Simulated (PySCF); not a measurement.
C3H5FO2.
SMILES: `OC[C@@H]1O[C@@H]1F`

All values: wB97X-D/def2-SVPD (PySCF, non-relativistic), on one gas-phase PBE0-D3(BJ)/def2-SVP geometry that isn't relaxed in the solvent. The solvent is an IEF-PCM continuum (Bondi radii, 1.10 Å for H, scaled by 1.2), and excitations are vertical TDDFT with non-equilibrium linear response and a frozen core. The model holds no explicit solvent molecules, cavitation or dispersion.

Gas-phase singlets (H = HOMO, L = LUMO):

```
state  E (eV)  λ (nm)      f  leading configurations
   S1   7.682     161  0.010      H→L 59%, H→L+1 34%
   S2   8.578     145  0.021  H-1→L 18%, H-1→L+1 18%
   S3   8.725     142  0.022      H→L+1 33%, H→L 19%
   S4   8.878     140  0.028  H-1→L+1 57%, H-1→L 20%
   S5   9.065     137  0.041    H→L+2 59%, H-1→L 14%
```

Question: How does the list change in benzene (ε = 2.271)?

Answer: 
```json
{"state": "S1", "E (eV)": "7.717", "λ (nm)": "161", "f": "0.012", "leading configurations": "H→L 77%, H→L+1 16%", "change by rank (eV)": "+0.035"}
{"state": "S2", "E (eV)": "8.598", "λ (nm)": "144", "f": "0.036", "leading configurations": "H-1→L 41%, H-1→L+4 8%", "change by rank (eV)": "+0.020"}
{"state": "S3", "E (eV)": "8.803", "λ (nm)": "141", "f": "0.029", "leading configurations": "H→L+1 48%, H→L+3 14%", "change by rank (eV)": "+0.078"}
{"state": "S4", "E (eV)": "8.949", "λ (nm)": "139", "f": "0.040", "leading configurations": "H-1→L+1 64%, H→L+2 17%", "change by rank (eV)": "+0.071"}
{"state": "S5", "E (eV)": "9.095", "λ (nm)": "136", "f": "0.053", "leading configurations": "H→L+2 48%, H-1→L 13%", "change by rank (eV)": "+0.030"}
```

Question: The ground-state energy changes by -0.135 eV from gas to benzene. By how much does the total energy of gas-phase S1 change?

Answer: E(S1) = E(S0) + excitation energy, so it changes by -0.135 + 0.035 = -0.100 eV: it is lowered less than the ground state, which is what a blue shift means. This is the vertical state, with the slow part of the continuum still set for S0.

Question: How do the frontier levels move from gas to benzene?

Answer: 
```csv
orbital,gas (eV),solvent (eV),change (eV)
LUMO+2,3.00,3.11,+0.11
LUMO+1,2.45,2.63,+0.18
LUMO,2.38,2.44,+0.06
HOMO,-10.21,-10.16,+0.05
HOMO-1,-10.88,-10.79,+0.09
HOMO-2,-11.46,-11.39,+0.07
HOMO-3,-12.38,-12.32,+0.06
```

The HOMO–LUMO gap goes from 12.59 to 12.60 eV.

Shape of the structure used: `[OH:1][CH2:2][C@@H:3]1[O:4][C@@H:5]1[F:6]`: O1–C2–C3–O4 -67°, H–O1–C2–C3 59°.

Note: wB97X-D ran without an empirical dispersion term, which enters the total energy and its gradient alone.
